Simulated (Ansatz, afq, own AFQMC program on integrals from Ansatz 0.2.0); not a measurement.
**NHO, triplet: AFQMC among the cluster methods**

```xyz
3

N     0.0000   -0.0526    0.6477
O     0.0000    0.0894   -0.5109
H     0.0000   -0.6885   -0.8907
```

Connectivity, by distances: N–OH.

Basis cc-pVDZ. Noble-gas cores (and the filled d shells of Ga–Kr and In–Xe) are frozen. AFQMC by an in-house program on the Cholesky factors that Ansatz 0.2.0 writes for its CCSD(T) run. ph-AFQMC/CISD is guided by a CISD state made of CCSD amplitudes; releasing the constraint for a short imaginary time cuts its bias at the price of noise, slowly where states lie close. Uncertainties: one standard error, sampling alone.

Determinant: UHF, the one that the program's search chose, which needn't be the lowest solution. The geometry is a point of a scan.

No full CI on the walks' own integrals is used here; CCSDT(Q) serves as the reference and is uncertain by about the last step of the cluster series.

Cautions: lower spins were not checked.

* T1 diagnostic: 0.0167
* weight of the determinant in the CISD state: 0.917
* ⟨S²⟩ of the determinant: 2.017
* size of the correlated space: 12 electrons in 31 orbitals

Reference: CCSDT(Q), correlation energy -8.433 eV. The released energy is read at 2.40 1/Eh (meV from the phaseless value at times in 1/Eh: 3 ± 12 at 0.24, -6 ± 11 at 0.51, -31 ± 12 at 0.99, -7 ± 12 at 1.62, 0 ± 21 at 2.40).

```json
{"level": "HF", "E − E(reference) (kJ/mol)": "813.7", "share of correlation (%)": "0.00"}
{"level": "MP2", "E − E(reference) (kJ/mol)": "70.1", "share of correlation (%)": "91.38"}
{"level": "CCSD", "E − E(reference) (kJ/mol)": "18.4", "share of correlation (%)": "97.73"}
{"level": "CCSD(T)", "E − E(reference) (kJ/mol)": "2.5", "share of correlation (%)": "99.69"}
{"level": "CCSDT", "E − E(reference) (kJ/mol)": "1.4", "share of correlation (%)": "99.82"}
{"level": "ph-AFQMC/HF", "E − E(reference) (kJ/mol)": "5.4 ± 7.0", "share of correlation (%)": "99.33"}
{"level": "ph-AFQMC/CISD", "E − E(reference) (kJ/mol)": "1.0 ± 1.1", "share of correlation (%)": "99.88"}
{"level": "released AFQMC", "E − E(reference) (kJ/mol)": "0.9 ± 2.1", "share of correlation (%)": "99.89"}
```

A walk keeps the symmetry of its determinant, which the program's search chose and which needn't be the lowest solution, so a lower state of the same spin and another symmetry isn't excluded. Released energies are given only where the last usable release times agree within the noise; a slower fall can still hide under it.
